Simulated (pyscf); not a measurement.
PySCF, gas phase, ωB97X-D3(BJ)/def2-SVP geometries.

Q: Estimate by transition-state theory the rate constant of hydrogen chloride (HCl) + Cl–Ge•(Cl)–Cl → Cl–Ge(Cl)(Cl)–Cl + H atom (H•) (doublet surface; Cl–H broken, Cl–Ge formed) at 600 K, with ωB97M-D3(BJ)/def2-TZVP energies (ideal gas, 1 atm, RRHO with modes under 100 cm⁻¹ raised to 100, one conformer, R ln 2 for rigid chiral ones; no tunnelling).

A: The electronic barrier is 26.5 kcal/mol and the thermal terms add +15.9, so ΔG‡ = 42.4 kcal/mol. With k_BT/h = 1.25e+13 s⁻¹ and RT = 1.192 kcal/mol, and a volume of 8.18e-20 cm³ per molecule at 1 atm, k = 3.7e-22 cm³ molecule⁻¹ s⁻¹. Wigner's tunnelling factor for 1162i cm⁻¹ would be 1.32. A shift of 1 kcal/mol in the barrier changes k by a factor 2.3. One saddle was located; it need not be the lowest between these sides. The angle at the transferred Cl is 180°. Elements up to Kr have no core potential and no relativistic terms here.
